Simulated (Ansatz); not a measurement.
**[AlH3]− (SMILES [AlH3-]): levels of theory compared**

Aim: a comparison of 6 runs (UHF/3-21G, U-wB97X/6-31G*, USVWN5/6-31G*, UMP2/3-21G, UCCSDT/6-31G*, UCCSD(T)/3-21G) of [AlH3]−. 

The results are computed with Ansatz 0.2.0.

## 1. Starting point

The species is [AlH3]− (4 atoms), meant as a doublet with charge -1. SMILES: `[AlH3-]`. The H2–Al1 distance was set to 4.210 Å, away from the relaxed value. At this shape a bond of the SMILES string is far longer than usual.

Bond lengths: Al1–H3 1.685 Å, Al1–H4 1.685 Å. Angles: H3–Al1–H4 101.1°.

## 2. The energy at UHF/3-21G (run 1)

molecule.yaml

```yaml
crystal:
  periodic: [false, false, false]
  atoms:
    - {symbol: Al, position_ang: [-1.110527, 0.007272, -2.604802]}
    - {symbol: H, position_ang: [0.471920, 0.754070, 1.224440]}
    - {symbol: H, position_ang: [-2.299577, -1.131938, -2.247042]}
    - {symbol: H, position_ang: [0.089783, -0.973638, -3.265232]}
basis:
  gaussian:
    orbitals: 3-21G.json
total_charge: -1
magnetization:
  spin_polarized: true
  initial_magnetization: 1
hamiltonian:
  xc: hf
accuracy: high
```

The basis set 3-21G is read from a file made from the Basis Set Exchange's data (not shown).

Launch:

```bash
ansatz run molecule.yaml --threads 1 --pin off --max-ram 2610MiB --events-out events.jsonl --progress --plain --runs-dir runs
```

Log:

```text
Warning: RAYON_NUM_THREADS=1 ignored (pool sized by the plan → 1); use --threads N
Functional definition: HF
  name "HF"
  exchange = exact_x
  correlation = 0
358 factors; integrals over basis functions are off by at most 3.8e-9 eV
mean field evaluation 1: about -6586.9579 eV, gradient 8.8e0 eV
mean field evaluation 2: about -6586.9592 eV, gradient 8.7e0 eV
mean field evaluation 4: about -6588.5932 eV, gradient 1.2e0 eV
mean field evaluation 8: about -6588.6125 eV, gradient 3.6e-1 eV
mean field evaluation 16: about -6590.0599 eV, gradient 1.3e-7 eV
mean field evaluation 32: about -6590.0042 eV, gradient 3.7e-2 eV
mean field evaluation 64: about -6589.8591 eV, gradient 4.6e-1 eV
mean field evaluation 96: about -6588.9570 eV, gradient 2.7e0 eV
mean field evaluation 128: about -6588.8373 eV, gradient 1.5e0 eV
mean field -6590.05986272 eV, -242.1802330520 hartree, gradient 2.6e-8 eV, S^2 1.187627; 4 other end points of the search recorded, 0 dependent functions left out
reference -6590.05986272 eV, -242.1802330520 hartree; 9, 8 occupied and 10, 11 virtual orbitals, 358 factors
Total energy: -6590.05986272 eV, -242.1802330520 hartree
```

Wall time 0.18 s (1 thread of Arm Neoverse V2, shared host).

## 3. The energy at U-wB97X/6-31G(d) (spherical functions) (run 2)

molecule.yaml, as its differences from that of step 2:

```diff
@@ -9,4 +9,6 @@
   gaussian:
-    orbitals: 3-21G.json
+    orbitals: 6-31G_st_-spherical.json
 total_charge: -1
+hamiltonian:
+  xc: {name: wB97X}
 magnetization:
@@ -14,4 +16,2 @@
   initial_magnetization: 1
-hamiltonian:
-  xc: hf
 accuracy: high
```

The basis set 6-31G* is read from a file made from the Basis Set Exchange's data (not shown).

Launch:

```bash
ansatz run molecule.yaml --threads 1 --pin off --max-ram 2610MiB --events-out events.jsonl --progress --plain --runs-dir runs
```

Log, shortened:

```text
Warning: RAYON_NUM_THREADS=1 ignored (pool sized by the plan → 1); use --threads N
Functional definition: wB97X
  name "wB97X"
[...]
      + exact_x_lr(omega)
[...]
      + integral(e_c_pw_opposite_spin*poly(b97_u_opposite, 1, cos1, cos2, cos3, cos4))
436 factors; integrals over basis functions are off by at most 5.9e-9 eV
202 factors; integrals over basis functions are off by at most 1.5e-9 eV
[...]
mean field -6641.10534557 eV, -244.0561199466 hartree, gradient 7.7e-8 eV, S^2 0.883887; 4 other end points of the search recorded, 0 dependent functions left out
reference -6641.10534310 eV, -244.0561198559 hartree; 9, 8 occupied and 15, 16 virtual orbitals, 436 factors
Total energy: -6641.10534310 eV, -244.0561198559 hartree
```

Wall time 23 s (1 thread of Arm Neoverse V2, shared host); peak memory 0.33 GiB.

Runs 3 to 5 aren't shown in full; the table further down has their settings and results.

## 4. A single-point energy at UCCSD(T)/3-21G (run 6)

molecule.yaml, as its differences from that of step 3:

```diff
@@ -9,6 +9,8 @@
   gaussian:
-    orbitals: 6-31G_st_-spherical.json
+    orbitals: 3-21G.json
+correlation:
+  method: ccsd_t
+  frozen_orbitals: {Al: 5, H: 0}
+accuracy: high
 total_charge: -1
-hamiltonian:
-  xc: {name: wB97X}
 magnetization:
@@ -16,2 +18,3 @@
   initial_magnetization: 1
-accuracy: high
+scf:
+  omitted_lower_state_checks: [cluster_reference, increment]
```

The basis set 3-21G is read from a file made from the Basis Set Exchange's data (not shown).

Launch:

```bash
ansatz run molecule.yaml --threads 1 --pin off --max-ram 2610MiB --events-out events.jsonl --progress --plain --runs-dir runs
```

Log:

```text
Warning: RAYON_NUM_THREADS=1 ignored (pool sized by the plan → 1); use --threads N
[... 14 lines left out ...]
5 core orbitals not correlated: weight in the atoms' cores, before any rotation towards them, 1.000 or more for the frozen orbitals, at most 0.000 for the correlated occupied ones
[... 51 lines left out ...]
Total energy: -6591.54242032 eV, -242.2347160387 hartree
Checks for a lower state left out: cluster_reference, increment
```

Wall time 0.28 s (1 thread of Arm Neoverse V2, shared host).

## 5. The series

```
run                                 level  frozen core orbitals  energy (Eh)   ⟨S²⟩  wall time
  1                             UHF/3-21G                     –  -242.180233  1.188     0.18 s
  2  U-wB97X/6-31G* (spherical functions)                     –  -244.056120  0.884       23 s
  3   USVWN5/6-31G* (spherical functions)                     –  -242.981580  0.800      1.4 s
  4                            UMP2/3-21G                     5  -242.215579  1.188     0.16 s
  5   UCCSDT/6-31G* (spherical functions)                     5  -243.580301  1.228      2.1 s
  6                        UCCSD(T)/3-21G                     5  -242.234716  1.188     0.28 s
```

## 6. What came out

| quantity | value |
| --- | --- |
| run 6: total energy | -242.23472 Eh |
| run 6: correlation energy (5 core orbitals frozen) | -54.5 mEh |
| run 6: (T) correction | -0.64 mEh |
| run 6: ⟨S²⟩ of the reference determinant | 1.188 |
| run 6: T1 diagnostic | 0.083 |

Below the UHF energy at the same shape and in the same basis (3-21G): UMP2 -35.3 mEh; UCCSD(T) -54.5 mEh. Totals of different functionals can't be ranked against each other. Spin contamination of the reference: run 5 ⟨S²⟩ = 1.23, run 1 ⟨S²⟩ = 1.19, run 4 ⟨S²⟩ = 1.19, run 6 ⟨S²⟩ = 1.19, run 2 ⟨S²⟩ = 0.88. All runs together took 27 s, the longest 23 s.
